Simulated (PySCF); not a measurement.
## Telling settings apart by their effects on PBE0/def2-TZVP results

All runs: PySCF with density fitting, gas phase, non-relativistic, closed shells, each molecule at its own PBE0-D3(BJ)/def2-SVP geometry. All basis functions are spherical. Starting from PBE0/def2-TZVP, one thing was changed at a time: the basis to def2-SVPD, the basis to def2-SVP, the basis to 6-31G*.

Changes against PBE0/def2-TZVP in 4 molecules:

```json
{"molecule": "Cc1ccc(O)cc1", "changed to": "def2-SVPD", "lowest singlet excitation energy (eV)": "+0.01", "mean static polarisability (au)": "+2.2", "HOMO energy (eV)": "-0.08", "lowest triplet excitation energy (Tamm–Dancoff) (eV)": "-0.01"}
{"molecule": "Cc1ccc(O)cc1", "changed to": "def2-SVP", "lowest singlet excitation energy (eV)": "+0.12", "mean static polarisability (au)": "-8.9", "HOMO energy (eV)": "+0.06", "lowest triplet excitation energy (Tamm–Dancoff) (eV)": "+0.03"}
{"molecule": "Cc1ccc(O)cc1", "changed to": "6-31G*", "lowest singlet excitation energy (eV)": "+0.20", "mean static polarisability (au)": "-12.5", "HOMO energy (eV)": "+0.26", "lowest triplet excitation energy (Tamm–Dancoff) (eV)": "+0.06"}
{"molecule": "COc1ccccc1", "changed to": "def2-SVPD", "lowest singlet excitation energy (eV)": "+0.01", "mean static polarisability (au)": "+2.0", "HOMO energy (eV)": "-0.06", "lowest triplet excitation energy (Tamm–Dancoff) (eV)": "0.00"}
{"molecule": "COc1ccccc1", "changed to": "def2-SVP", "lowest singlet excitation energy (eV)": "+0.10", "mean static polarisability (au)": "-9.0", "HOMO energy (eV)": "+0.05", "lowest triplet excitation energy (Tamm–Dancoff) (eV)": "+0.04"}
{"molecule": "COc1ccccc1", "changed to": "6-31G*", "lowest singlet excitation energy (eV)": "+0.17", "mean static polarisability (au)": "-12.7", "HOMO energy (eV)": "+0.28", "lowest triplet excitation energy (Tamm–Dancoff) (eV)": "+0.06"}
{"molecule": "Cc1cccc(O)c1", "changed to": "def2-SVPD", "lowest singlet excitation energy (eV)": "+0.01", "mean static polarisability (au)": "+2.2", "HOMO energy (eV)": "-0.07", "lowest triplet excitation energy (Tamm–Dancoff) (eV)": "-0.01"}
{"molecule": "Cc1cccc(O)c1", "changed to": "def2-SVP", "lowest singlet excitation energy (eV)": "+0.10", "mean static polarisability (au)": "-9.0", "HOMO energy (eV)": "+0.07", "lowest triplet excitation energy (Tamm–Dancoff) (eV)": "+0.03"}
{"molecule": "Cc1cccc(O)c1", "changed to": "6-31G*", "lowest singlet excitation energy (eV)": "+0.17", "mean static polarisability (au)": "-12.7", "HOMO energy (eV)": "+0.28", "lowest triplet excitation energy (Tamm–Dancoff) (eV)": "+0.05"}
{"molecule": "CSC(F)(F)F", "changed to": "def2-SVPD", "lowest singlet excitation energy (eV)": "+0.03", "mean static polarisability (au)": "+4.3", "HOMO energy (eV)": "-0.09", "lowest triplet excitation energy (Tamm–Dancoff) (eV)": "+0.09"}
{"molecule": "CSC(F)(F)F", "changed to": "def2-SVP", "lowest singlet excitation energy (eV)": "+0.46", "mean static polarisability (au)": "-7.7", "HOMO energy (eV)": "+0.08", "lowest triplet excitation energy (Tamm–Dancoff) (eV)": "+0.43"}
{"molecule": "CSC(F)(F)F", "changed to": "6-31G*", "lowest singlet excitation energy (eV)": "+0.21", "mean static polarisability (au)": "-6.4", "HOMO energy (eV)": "+0.19", "lowest triplet excitation energy (Tamm–Dancoff) (eV)": "+0.20"}
```

For `Cc1ccccc1O` the PBE0/def2-TZVP run gave lowest singlet excitation energy 5.13 eV, mean static polarisability 83.4 au, HOMO energy -6.35 eV, lowest triplet excitation energy (Tamm–Dancoff) 3.97 eV. The changed runs lost their labels:

```tsv
run	lowest singlet excitation energy (eV)	mean static polarisability (au)	HOMO energy (eV)	lowest triplet excitation energy (Tamm–Dancoff) (eV)
A	5.14	85.6	-6.43	3.97
B	5.27	70.8	-6.07	4.02
C	5.22	74.5	-6.29	4.00
```

Question: Which run belongs to which change?

Answer: A: def2-SVPD; B: 6-31G*; C: def2-SVP.

```
run  change of lowest singlet excitation energy (eV), here / mean of the others  change of mean static polarisability (au), here / mean of the others  change of HOMO energy (eV), here / mean of the others  change of lowest triplet excitation energy (Tamm–Dancoff) (eV), here / mean of the others  next best match
  A                                                               +0.01 / +0.01                                                           +2.2 / +2.7                                          -0.08 / -0.07                                                                               0.00 / +0.02         def2-SVP
  B                                                               +0.14 / +0.19                                                         -12.6 / -11.1                                          +0.28 / +0.25                                                                              +0.05 / +0.09         def2-SVP
  C                                                               +0.09 / +0.19                                                           -8.9 / -8.7                                          +0.06 / +0.07                                                                              +0.03 / +0.13           6-31G*
```

Each run is given to the change whose mean effect on the other molecules lies nearest, every quantity measured in units of its scatter between molecules.

Question: Would one quantity have been enough? Give each run to the change with the nearest mean effect on that quantity alone.

Answer: mean static polarisability: 3 of 3 runs rightly; HOMO energy: 3 of 3 runs rightly; lowest singlet excitation energy: 2 of 3 runs rightly; lowest triplet excitation energy (Tamm–Dancoff): 1 of 3 runs rightly.

Only sets that this rule tells apart clearly are shown.
